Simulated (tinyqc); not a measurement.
Extended Hueckel theory, for LiF+, step by step. The parameters take no account of the charge, which enters only through the electron count. One step of it, computed by the program tinyqc.

Task: Mulliken analysis. P = C n C^T; charge = valence electrons (Li 1, F 7) minus the sum of (P S)_ii on the atom; overlap population = 2 sum P_ij S_ij between two atoms.

coefficients:
```
               MO1        MO2        MO3       MO4        MO5        MO6        MO7        MO8
1Li 2s   -0.002613  -0.010725   0.000000  0.000000   0.859734   0.000000   0.000000   0.624599
1Li 2px   0.000000   0.000000   0.006748  0.005740   0.000000   1.007749  -0.106630   0.000000
1Li 2py   0.000000   0.000000  -0.005740  0.006748   0.000000   0.106630   1.007749   0.000000
1Li 2pz  -0.023460  -0.000680   0.000000  0.000000  -0.512617   0.000000   0.000000   1.000183
2F 2s     1.010705   0.003425   0.000000  0.000000  -0.044867   0.000000   0.000000  -0.600483
2F 2px    0.000000   0.000000   0.760581  0.646969   0.000000  -0.172113   0.018211   0.000000
2F 2py    0.000000   0.000000  -0.646969  0.760581   0.000000  -0.018211  -0.172113   0.000000
2F 2pz   -0.001269   0.999224   0.000000  0.000000   0.038696   0.000000   0.000000   0.094892
```

occupations: 2.000000  2.000000  1.500000  1.500000  0.000000  0.000000  0.000000  0.000000

overlap S, lower triangle:
```
            1Li 2s   1Li 2px   1Li 2py    1Li 2pz     2F 2s    2F 2px    2F 2py    2F 2pz
1Li 2s    1.000000
1Li 2px   0.000000  1.000000
1Li 2py   0.000000  0.000000  1.000000
1Li 2pz   0.000000  0.000000  0.000000   1.000000
2F 2s     0.298144  0.000000  0.000000   0.432406  1.000000
2F 2px    0.000000  0.162163  0.000000   0.000000  0.000000  1.000000
2F 2py    0.000000  0.000000  0.162163   0.000000  0.000000  0.000000  1.000000
2F 2pz   -0.064380  0.000000  0.000000  -0.049516  0.000000  0.000000  0.000000  1.000000
```

Give: charges; Overlap populations.

Result:

charges: 1Li 1.0148, 2F -0.0148

Overlap populations:
```
pair      value
2-1   -0.032714
```
